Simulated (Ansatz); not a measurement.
## Worked example: correlation energy of H$_{3}$Si–SiH$_{3}$, singlet

Geometry: a PBE0/def2-TZVP stationary point for this spin, not checked as a minimum.

```tsv
atom	x (Å)	y (Å)	z (Å)
Si	-1.1701	-0.0047	-0.0001
Si	1.1701	0.0047	0.0001
H	-1.6920	1.3883	0.0086
H	-1.6836	-0.7120	1.2037
H	-1.6834	-0.6968	-1.2128
H	1.6920	-1.3883	-0.0086
H	1.6834	0.6968	1.2128
H	1.6836	0.7120	-1.2037
```

Basis cc-pVTZ; Ansatz 0.2.0. Only valence electrons are correlated (noble-gas cores frozen), which leaves 14 electrons in 142 orbitals. Prefix R: restricted or restricted open-shell reference.

Full CI isn't at hand for all of this; RCCSDT(Q) serves as the reference, and is uncertain by about the last step of the cluster series.

Runs differ by some tens of microhartree through their thresholds, so steps under 0.03 kcal/mol mean nothing.

```tsv
level	total energy (hartree)
RHF	-581.370681
RMP2	-581.635176
RCCSD	-581.685458
RCCSD(T)	-581.694797
RCCSDT	-581.696243
RCCSDT(Q)	-581.696597
```

What is the correlation energy at RCCSDT(Q), and what share of it do RMP2 and RCCSD recover?

E(corr) = -581.696597 − (-581.370681) = -0.325916 hartree = -8.869 eV. RMP2: -0.264495 / -0.325916 = 81.15 %. RCCSD: -0.314777 / -0.325916 = 96.58 %.

By how many kcal/mol does RCCSD(T) miss RCCSDT(Q) (1 hartree = 627.509 kcal/mol), and which steps make up the rest?

-581.694797 − (-581.696597) = 0.001800 hartree = 1.13 kcal/mol. Steps: RCCSDT − RCCSD(T) = -0.91, RCCSDT(Q) − RCCSDT = -0.22 kcal/mol. Differences between like states or geometries often cancel part of this.
